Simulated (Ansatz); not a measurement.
2H WS2 was calculated with PBE-D3(BJ)+SOC (plane waves, PAW; Ansatz, a quantum-chemistry and plane-wave program).

Numerical settings: plane-wave cutoff 520 eV, 12×12×4 k mesh (along the axes of the cell as run), Fermi–Dirac smearing 0.01 eV, PAW data made under PBE.

Starting structure:

```xyz
6
Lattice="3.1500 0.0000 0.0000 -1.5750 2.7280 0.0000 0.0000 0.0000 12.3200" Properties=species:S:1:pos:R:3 pbc="T T T"
W      1.5750     0.9093     9.2400
W      0.0000     1.8187     3.0800
S      1.5750     0.9093     4.6570
S      0.0000     1.8187    10.8170
S      0.0000     1.8187     7.6630
S      1.5750     0.9093     1.5030
```

Q: Into what structure does the relaxation of cell and atoms lead at this level, with the symmetry of the start kept?

A: The volume shrinks by 1.3 %; final space group P6_3/mmc.
```xyz
6
Lattice="3.1533 0.0000 0.0000 -1.5766 2.7308 0.0000 0.0000 0.0000 12.1368" Properties=species:S:1:pos:R:3 pbc="T T T"
W      1.5766     0.9103     9.1026
W      0.0000     1.8205     3.0342
S      1.5766     0.9103     4.6091
S      0.0000     1.8205    10.6775
S      0.0000     1.8205     7.5278
S      1.5766     0.9103     1.4594
```
